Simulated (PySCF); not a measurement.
Atomic charges by several schemes

C4H7N.
SMILES with atom numbers: `[CH2:1]=[CH:2][C@H:3]1[CH2:4][NH:5]1` (hydrogens: H6, H7 on C1; H8 on C2; H9 on C3; H10, H11 on C4; H12 on N5)

Structure used (GFN2-xTB), in Å, numbered top down from 1:
```xyz
12
C4H7N angstrom
C      1.580    0.696    0.141
C      1.045   -0.458   -0.224
C     -0.399   -0.718   -0.398
C     -1.391   -0.175    0.571
N     -1.326    0.334   -0.773
H      0.987    1.571    0.356
H      2.644    0.818    0.244
H      1.682   -1.308   -0.429
H     -0.635   -1.673   -0.855
H     -1.026    0.425    1.397
H     -2.275   -0.758    0.794
H     -0.884    1.246   -0.851
```

Density: PBE0/pcSseg-1 (PySCF); schemes: Mulliken, IAO, Hirshfeld and ESP-fitted. The structure is a single GFN2-xTB conformer in the gas phase; no vibrational or solvent corrections.

Problem. Do the Mulliken, IAO, Hirshfeld and ESP-fitted schemes agree on where the charge is highest?

Solution. All schemes agree: Mulliken H12 (+0.178); IAO H12 (+0.245); Hirshfeld H12 (+0.111); ESP-fitted H12 (+0.370).

Problem. For which atoms does the sign change between the 4 schemes (beyond +0.03 e in one, beyond −0.03 e in another)?

Solution. For none.

Problem. Give the atomic charges in each scheme.

Solution. In e:

```
atom                   environment  Mulliken     IAO  Hirshfeld  ESP-fitted
  C1          terminal =CH2 carbon    -0.190  -0.334     -0.110      -0.508
  C2              alkene CH carbon    -0.141  -0.144     -0.039      +0.002
  C3  sp3 carbon bound to nitrogen    -0.131  -0.051     -0.006      -0.145
  C4  sp3 carbon bound to nitrogen    -0.059  -0.182     -0.045      -0.135
  N5      secondary amine nitrogen    -0.372  -0.420     -0.193      -0.557
  H6              vinylic hydrogen    +0.104  +0.135     +0.042      +0.207
  H7              vinylic hydrogen    +0.123  +0.157     +0.048      +0.193
  H8              vinylic hydrogen    +0.103  +0.154     +0.051      +0.119
  H9              methine hydrogen    +0.124  +0.151     +0.048      +0.185
 H10            methylene hydrogen    +0.127  +0.137     +0.045      +0.130
 H11            methylene hydrogen    +0.133  +0.151     +0.048      +0.139
 H12                  N–H hydrogen    +0.178  +0.245     +0.111      +0.370
```

Mean size of the charges over all atoms: ESP-fitted 0.224 e, IAO 0.188 e, Mulliken 0.149 e, Hirshfeld 0.066 e. Each set sums to the total charge, 0, to within 0.001 e. The Hirshfeld scheme divides the density at each point in proportion to the densities of the neutral, spherically averaged free atoms. The Mulliken scheme gives each basis function's population to the atom it is centred on and halves the overlap population of two atoms between them.

Problem. Sum the charges by element, for elements with more than one atom.

Solution. 
```json
{"element": "C", "atoms": "4", "Mulliken": "-0.520", "IAO": "-0.711", "Hirshfeld": "-0.200", "ESP-fitted": "-0.787"}
{"element": "H", "atoms": "7", "Mulliken": "+0.892", "IAO": "+1.131", "Hirshfeld": "+0.393", "ESP-fitted": "+1.344"}
```

Problem. How many electrons does the ESP-fitted scheme count on C3?

Solution. Z − q = 6 − (-0.145) = 6.145.

Problem. How closely do the schemes follow one another over all atoms?

Solution. Correlation coefficient and root-mean-square difference: IAO with Hirshfeld 0.98, 0.133 e; Mulliken with IAO 0.96, 0.068 e; Hirshfeld with ESP-fitted 0.96, 0.199 e; IAO with ESP-fitted 0.96, 0.094 e; Mulliken with Hirshfeld 0.96, 0.092 e; Mulliken with ESP-fitted 0.93, 0.135 e.

These values come from a run that also computed NMR shieldings. Rough CPU time on one thread of a shared machine: about 22 s.
